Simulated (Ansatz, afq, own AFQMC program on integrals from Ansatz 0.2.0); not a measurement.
## Where AFQMC and coupled cluster stand for HCl$_{2}$, doublet

```
atom   x (Å)   y (Å)    z (Å)
  Cl  0.0000  0.0000  -1.4353
   H  0.0000  0.0000  -0.1565
  Cl  0.0000  0.0000   1.5917
```

Connectivity, by distances: Cl ··· Cl, 1 bridging H.

Basis cc-pVTZ. Only valence electrons are correlated. Ansatz 0.2.0 and our own AFQMC program on the same integrals; the CISD trial comes from CCSD amplitudes, and released means the phaseless constraint is let go. Uncertainties: one standard error, sampling alone.

Determinant: UHF, the one that the program's search chose, which needn't be the lowest solution. The geometry is a point of a scan.

No full CI on the walks' own integrals is used here; CCSDT(Q) serves as the reference and is uncertain by about the last step of the cluster series.

The T1 diagnostic is 0.0108, the weight of the determinant in the CISD state is 0.856 and the ⟨S²⟩ of the determinant is 0.767. The size of the correlated space is 15 electrons in 72 orbitals.

Reference: CCSDT(Q), correlation energy -11.726 eV. The released energy is read at 1.50 1/Eh (meV from the phaseless value at times in 1/Eh: -7 ± 5 at 0.24, -18 ± 5 at 0.51, -16 ± 7 at 0.99, -24 ± 8 at 1.50).

```tsv
level	E − E(reference) (mEh)	share of correlation (%)
HF	430.92	0.00
MP2	57.91	86.56
CCSD	16.78	96.11
CCSD(T)	1.77	99.59
CCSDT	0.60	99.86
ph-AFQMC/CISD	0.65 ± 0.23	99.85
released AFQMC	-0.23 ± 0.31	100.05
```

A walk keeps the symmetry of its determinant, which the program's search chose and which needn't be the lowest solution, so a lower state of the same spin and another symmetry isn't excluded. Released energies are given only where the last usable release times agree within the noise; a slower fall can still hide under it.
